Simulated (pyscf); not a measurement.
`[CH3][Ti](=[O])[OH]` → `[O]=[Ti]=[O]` + `[CH4]` (elimination; singlet surface; C–Ti, H–O broken, C–H formed). Optimised with ωB97X-D3(BJ)/def2-SVP in PySCF. Correlated levels are frozen-core, on RHF or UHF. ΔMP2 is the change of the MP2 total energy from the triple- to the quadruple-zeta basis. Energies in kcal/mol from the reactant's lowest minimum found.

```csv
level,barrier,reaction energy
ωB97X-D3(BJ)/def2-TZVP,41.9,+34.8
PBE0-D3(BJ)/def2-TZVP,37.8,+32.3
M06-2X/def2-TZVP,…,+38.9
ωB97M-D3(BJ)/def2-TZVP,41.7,+32.6
CCSD/def2-TZVPP,45.2,+36.1
CCSD(T)/def2-TZVPP,39.0,+30.8
CCSD(T)/def2-TZVPP + ΔMP2(QZVPP),…,…
```

Problem. What belongs in the gaps?

Solution. 
- M06-2X/def2-TZVP, barrier: 44.1
- CCSD(T)/def2-TZVPP + ΔMP2(QZVPP), barrier: 38.7
- CCSD(T)/def2-TZVPP + ΔMP2(QZVPP), reaction energy: +33.0

On the product side the descent ends in an adduct with a C–Ti contact, 14.0 kcal/mol under the separated species and 21.1 kcal/mol under the saddle at ωB97X-D3(BJ)/def2-TZVP. What is counted as broken (C–Ti) persists as a longer contact in the product adduct; parting that adduct is a step of its own. At the saddle there is also a short H–Ti contact that neither side keeps. One saddle was located; it need not be the lowest between these sides. The CCSD(T) − MP2 part came from Ansatz, without density fitting, on the same reference. The frozen core leaves the outer d or s,p core shells of the metals and heavy elements correlated in the MP2 and CC values, and def2-TZVPP describes them poorly, which can shift differences by a few kcal/mol.
